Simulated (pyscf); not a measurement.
# Four-centre exchange: HO–PH₂ + PH₃ → PH₃ + HO–PH₂

Gas phase, singlet surface, charge 0. Bonds broken: P1–O2, P6–H7. Bonds formed: P1–H7, O2–P6. PySCF, gas phase, ωB97X-D3(BJ)/def2-SVP geometries. Correlated levels are frozen-core, on RHF or UHF. ΔMP2 is the change of the MP2 total energy from the triple- to the quadruple-zeta basis.

Transition state (Å):

```xyz
9

P     -1.8423    -0.9836    -0.3855
O     -0.5804     0.1631     0.3764
H     -1.5041    -1.7523     0.8130
H     -1.0693    -1.8597    -1.2037
H     -0.0773    -0.0271     1.1924
P      0.0386     1.2933    -0.9598
H     -1.2777     0.2661    -1.4672
H     -0.9103     2.3557    -0.9884
H      0.7091     1.8938     0.1949
```

One imaginary mode, 600i cm⁻¹; descent along it reached the two sides named.

```json
[
 {"bond": "P1–O2", "change": "breaks", "reactant side (Å)": "1.659", "saddle": "1.868", "product side": "3.0"},
 {"bond": "P6–H7", "change": "breaks", "reactant side (Å)": "1.421", "saddle": "1.745", "product side": "3.5"},
 {"bond": "P1–H7", "change": "forms", "reactant side (Å)": "4.0", "saddle": "1.747", "product side": "1.421"},
 {"bond": "O2–P6", "change": "forms", "reactant side (Å)": "3.3", "saddle": "1.856", "product side": "1.671"}
]
```

Electronic energies relative to the separated reactants (kcal/mol):

| level | barrier | reaction energy | reverse barrier |
|---|---|---|---|
| ωB97X-D3(BJ)/def2-TZVP | 64.1 | 0.0 | 64.1 |
| PBE/def2-TZVP | 52.7 | 0.0 | 52.7 |
| r²SCAN/def2-TZVP | 56.7 | 0.0 | 56.7 |
| B3LYP-D3(BJ)/def2-TZVP | 59.9 | 0.0 | 59.9 |
| PBE0-D3(BJ)/def2-TZVP | 57.7 | 0.0 | 57.7 |
| M06-2X/def2-TZVP | 63.3 | 0.0 | 63.3 |
| ωB97M-D3(BJ)/def2-TZVP | 63.8 | 0.0 | 63.8 |
| HF/def2-TZVP | 89.1 | 0.0 | 89.1 |
| MP2/def2-QZVPP | 63.5 | 0.0 | 63.5 |
| CCSD/def2-TZVPP | 70.6 | 0.0 | 70.6 |
| CCSD(T)/def2-TZVPP | 66.2 | 0.0 | 66.2 |
| CCSD(T)/def2-TZVPP + ΔMP2(QZVPP) | 65.0 | 0.0 | 65.0 |

With CCSD(T)/def2-TZVPP + ΔMP2(QZVPP) energies and thermal terms (ideal gas, 1 atm, RRHO with modes under 100 cm⁻¹ raised to 100, one conformer, R ln 2 for chiral ones without a mode under 150 cm⁻¹), in kcal/mol:

```tsv
T (K)	ΔH‡	ΔG‡	ΔH	ΔG
298	64.3	75.2	0.0	0.0
600	64.6	86.2	0.0	0.0
900	65.3	96.9	0.0	0.0
1200	66.1	107.3	0.0	0.0
```

The same reactants have a lower exit, to H₂P–PH₂ + H₂O (barrier +53.7 kcal/mol at ωB97M-D3(BJ)/def2-TZVP, against +63.8 kcal/mol here). One saddle was located; it need not be the lowest between these sides. The CCSD(T) − MP2 part came from Ansatz, without density fitting, on the same reference.
